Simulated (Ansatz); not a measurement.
Basis-set series for `[SiH2]C[SiH3]` radical. Charge 0, multiplicity 2. All single points use the PBE0-D4/def2-TZVP geometry.

```csv
functional,basis,functions,energy (Eh),HOMO (eV),LUMO (eV)
PBE0-D4,def2-SVP,85,-620.74053,-6.01,-2.16
PBE0-D4,def2-QZVPP,407,-621.01051,-6.04,-2.24
ωB97M-V,def2-SVP,85,-620.94080,-7.72,-0.50
ωB97M-V,def2-QZVPP,407,-621.21499,-7.79,-0.72
```

Give the rows for def2-TZVPP. (Estimate.)

Ansatz gave: 
| functional | basis | functions | energy (Eh) | HOMO (eV) | LUMO (eV) |
| --- | --- | --- | --- | --- | --- |
| PBE0-D4 | def2-TZVPP | 213 | -620.98837 | -6.03 | -2.22 |
| ωB97M-V | def2-TZVPP | 213 | -621.19420 | -7.78 | -0.65 |

HOMO and LUMO are taken over both spins.
